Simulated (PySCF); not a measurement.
# One shape, several levels: BH2Cl (SMILES [H]B([H])Cl)

Wanted: a comparison of 6 runs (B2PLYP/STO-3G, PBE0/STO-3G, SVWN5/STO-3G, MP2/STO-3G, BCCD(T)/STO-3G, CCSDT(Q)/STO-3G) of BH2Cl. 

The results are computed with PySCF 2.14.0.

3 further runs of the same task are left out: 3 set aside as unsound or not needed.

### Step 1. The system as given

The species is BH2Cl (4 atoms), meant as a singlet with charge 0. SMILES: `[H]B([H])Cl`. The B1–H3 distance was set to 1.758 Å, away from the relaxed value. At this shape a bond of the SMILES string is far longer than usual.

Bond lengths: B1–Cl4 1.673 Å, B1–H2 1.172 Å. Angles: H2–B1–Cl4 119.1°. A long bond or contact: B1–H3 1.758 Å.

### Step 2. The energy at B2PLYP/STO-3G (run 1)

start.xyz reads:

```xyz
4
BClH2
B      0.360050    -0.394201     0.008861
H      1.530830    -0.437901     0.024811
H     -0.512130     1.131590    -0.018950
Cl    -0.506540    -1.825361     0.013101
```

input.py reads:

```python
from pyscf import gto, dft, mp

mol = gto.Mole()
mol.atom = 'start.xyz'
mol.spin = 0
mol.charge = 0
mol.basis = 'sto-3g'
mol.verbose = 3
mol.max_memory = 1860
mol.build()

mf = dft.RKS(mol)
mf.xc = '0.53*HF + 0.47*B88, 0.73*LYP'
mf.grids.level = 5
mf.conv_tol = 1e-10
mf.kernel()
if not mf.converged:
    mf = mf.newton().run(mf.mo_coeff, mf.mo_occ)

pt = mp.MP2(mf, frozen=6).run()
e_final = mf.e_tot + 0.27 * pt.e_corr
print('PT2 part  %.8f' % (0.27 * pt.e_corr))
print('E = %.10f Eh' % e_final)
```

On the command line:

```
$ OMP_NUM_THREADS=1 python input.py
```

Standard output:

```text
converged SCF energy = -480.598244207597
E(RMP2) = -480.681348072126  E_corr = -0.0831038645281455
E(SCS-RMP2) = -480.690143975222  E_corr = -0.0918997676242388
PT2 part  -0.02243804
E = -480.6206822510 Eh
```

Run time: 1.9 s. Hardware: 1 thread of Arm Neoverse V1, shared host; peak memory 0.18 GiB.

### Step 3. A single-point energy at PBE0/STO-3G (run 2)

input.py reads:

```python
from pyscf import gto, dft

mol = gto.M(
    atom=[
    ('B', (0.360050, -0.394201, 0.008861)),
    ('H', (1.530830, -0.437901, 0.024811)),
    ('H', (-0.512130, 1.131590, -0.018950)),
    ('Cl', (-0.506540, -1.825361, 0.013101)),
],
    basis='sto-3g',
    verbose=3,
    max_memory=1860,
)

mf = dft.RKS(mol, xc='pbe0')
mf.grids.level = 5
mf.conv_tol = 1e-10
mf.kernel()
if not mf.converged:
    mf = mf.newton().run(mf.mo_coeff, mf.mo_occ)

etot = mf.e_tot
print('E = %.10f Eh' % etot)
```

On the command line:

```
$ OMP_NUM_THREADS=1 python input.py
```

Standard output:

```text
converged SCF energy = -480.665449869291
E = -480.6654498693 Eh
```

Wall time 1.9 s (1 thread of Arm Neoverse V1, shared host); peak memory 0.18 GiB.

Runs 3 to 5 aren't shown in full; the table further down has their settings and results.

### Step 4. A single-point energy at CCSDT(Q)/STO-3G (run 6)

mol.xyz reads:

```xyz
4

B      0.360050    -0.394201     0.008861
H      1.530830    -0.437901     0.024811
H     -0.512130     1.131590    -0.018950
Cl    -0.506540    -1.825361     0.013101
```

job.py reads:

```python
from pyscf import gto, scf, cc

mol = gto.Mole()
mol.atom = 'mol.xyz'
mol.verbose = 3
mol.charge = 0
mol.basis = 'sto-3g'
mol.spin = 0
mol.max_memory = 1860
mol.build()

hf = scf.RHF(mol)
hf.conv_tol = 1e-10
hf.kernel()
if not hf.converged:
    hf = hf.newton().run(hf.mo_coeff, hf.mo_occ)

mycc = cc.CCSDT(hf, frozen=6)
mycc.kernel()
e_bracket, e_q = mycc.ccsdt_q()
e_final = mycc.e_tot + e_q
print('E = %.10f Eh' % e_final)
```

On the command line:

```
$ OMP_NUM_THREADS=1 python job.py
```

Standard output:

```text
converged SCF energy = -480.007851972502
_make_eris_incore_RCCSDT

WARN: A large `blksize` is being used, which may cause large memory consumption
      for storing contraction intermediates. If memory is sufficient, consider using
      `pyscf.cc.rccsdt_highm.RCCSDT` instead.

WARN: A large `blksize_oovv` is being used, which may cause large memory consumption
      for storing contraction intermediates. If memory is sufficient, consider using
      `pyscf.cc.rccsdt_highm.RCCSDT` instead.

WARN: A large `blksize_oooo` is being used, which may cause large memory consumption
      for storing contraction intermediates. If memory is sufficient, consider using
      `pyscf.cc.rccsdt_highm.RCCSDT` instead.

RCCSDT converged
E(RCCSDT) = -480.0984325575336   E_corr = -0.09058058503176386
E_corr(same-spin) = -0.0063989199532326
E_corr(oppo-spin) = -0.0841816650785313
_make_eris_incore_RCCSDT
E = -480.0984004718 Eh
```

Run time: 1.1 s. Hardware: 1 thread of Arm Neoverse V1, shared host; peak memory 0.1 GiB.

### Step 5. The series

```tsv
run	level	frozen core orbitals	integration grid	energy (Eh)	dipole moment (D) of the reference	HOMO energy (eV)	LUMO energy (eV)	wall time
1	B2PLYP/STO-3G	6	5	-480.620682	0.76	-7.39	2.65	1.9 s
2	PBE0/STO-3G	–	5	-480.665450	0.60	-6.25	0.78	1.9 s
3	SVWN5/STO-3G	–	5	-479.002755	0.43	-4.76	-0.54	1.5 s
4	MP2/STO-3G	6	–	-480.068800	1.03	-9.23	5.83	0.72 s
5	BCCD(T)/STO-3G	6	–	-480.097937	–	–	–	0.88 s
6	CCSDT(Q)/STO-3G	6	–	-480.098400	1.03	-9.23	5.83	1.1 s
```

### Step 6. Outcome

| quantity | value |
| --- | --- |
| run 6: total energy | -480.09840 Eh |
| run 6: dipole moment (Hartree–Fock density) | 1.03 D |
| run 6: HOMO energy (Hartree–Fock orbitals) | -9.23 eV |
| run 6: LUMO energy (Hartree–Fock orbitals) | 5.83 eV |
| run 6: HOMO–LUMO gap (Hartree–Fock orbitals) | 15.06 eV |
| run 6: correlation energy (6 core orbitals frozen) | -90.5 mEh |
| run 6: T1 diagnostic | 0.013 |

**Reading.** Over runs 1, 2, 3 the dipole moment (its size) runs from 0.43 D (SVWN5/STO-3G) to 0.76 D (B2PLYP/STO-3G). A double hybrid's value is that of its SCF part. Over runs 1, 2, 3 the HOMO–LUMO gap runs from 4.22 eV (SVWN5/STO-3G) to 10.04 eV (B2PLYP/STO-3G). Totals of different functionals can't be ranked against each other. In runs 1, 2, 3, 4, 5, 6 the basis is minimal, so the values are rough. All runs together took 8 s, the longest 1.9 s.
